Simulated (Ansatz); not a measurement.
Born–Oppenheimer molecular dynamics of CH$_{5}$AlO (8 atoms, charge 0, multiplicity 1). It starts from a relaxed structure.

All numbers below come from RKS PBE-D4/def2-SVP in Ansatz 0.2.0.

| Property | Result |
| --- | --- |
| ensemble | NVE (velocity Verlet) |
| time step | 0.5 fs |
| steps asked | 150 |
| starting velocities drawn for | 700 K |
| masses | H 10 u |
| seed | 682635 |

First frame:

```xyz
8
Properties=species:S:1:pos:R:3
Al -0.041 -0.166 -0.079
H 0.144 -0.147 1.515
O 1.353 -0.378 -1.074
H 2.241 -0.490 -0.700
C -1.755 0.028 -0.997
H -2.456 -0.786 -0.712
H -2.255 0.983 -0.724
H -1.636 0.006 -2.100
```

**Question.** How far do the bonds stretch over the last three quarters of this one trajectory? (Pairs bonded in most of those frames.)

**Answer.** 
```
  bond  mean (Å)  spread (Å)  shortest  longest
Al1–H2     1.616       0.073      1.50     1.72
Al1–O3     1.736       0.018      1.70     1.76
Al1–C5     1.949       0.050      1.88     2.03
 O3–H4     0.982       0.041      0.92     1.04
 C5–H6     1.116       0.026      1.06     1.16
 C5–H7     1.112       0.012      1.09     1.14
 C5–H8     1.110       0.030      1.07     1.17
```

Mean temperature of the second half: 348 K. The conserved energy stayed within 0.086 meV per atom of its start (net change 0.057 meV per atom), so the integration is sound. Over the second half the temperature averaged 0.50 of the 700 K drawn at the start: a run that starts near a minimum puts about half its kinetic energy into the potential. A run of 0.075 ps of so small a system gives no equilibrium averages.

Run time: 3.2 min on 1 thread of Arm Neoverse V2, with other jobs on the host, peak memory 0.12 GiB.
